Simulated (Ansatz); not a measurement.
The first iterations of a band of H$_{6}$N$_{3}$P (10 atoms, charge 0, multiplicity 1).

Theory: RKS B3LYP-D4/def2-SVP in Ansatz 0.2.0.

```yaml
movable_images: 3
climbing_image: yes
spring: 5.0 eV/Å²
optimiser: quadratic models (default)
start_path: IDPP
force_threshold: 0.05 eV/Å
iteration_limit: 60
end_points: relaxed
```

Image 0:

```xyz
10
Properties=species:S:1:pos:R:3
N -1.058 -0.113 -1.124
P 0.573 -0.091 -0.585
N 0.282 -1.264 0.679
N 0.851 1.190 0.524
H -1.251 0.386 -1.988
H -1.799 0.005 -0.432
H 1.118 -1.404 1.246
H 0.003 -2.163 0.286
H 0.168 1.343 1.268
H 1.196 2.060 0.129
```

Image 4:

```xyz
10
Properties=species:S:1:pos:R:3
N -0.949 -0.244 -1.262
P 0.598 -0.073 -0.540
N 0.211 -1.178 0.770
N 0.578 1.367 0.388
H -1.044 0.232 -2.156
H -1.752 -0.050 -0.661
H 1.013 -1.318 1.386
H -0.065 -2.090 0.404
H 1.425 1.925 0.403
H 0.068 1.378 1.271
```

| iteration | highest image above the first end (eV) | largest band force component (eV/Å) |
| --- | --- | --- |
| 1 | 0.593 | 1.803 |
| 2 | 0.451 | 1.168 |

Does the band converge within its limit, and where does its top end?

It converged. It ended after 6 iterations with the highest image 0.368 eV above the first end. Another band between the same ends (5 images) ends at a top of the same energy, where a vibrational analysis finds 1 clearly imaginary mode. So few images can step over the top or miss a turn of the path.

Time of the run: 70 s on 1 thread of Arm Neoverse V1, with other jobs on the host, peak memory 0.18 GiB.
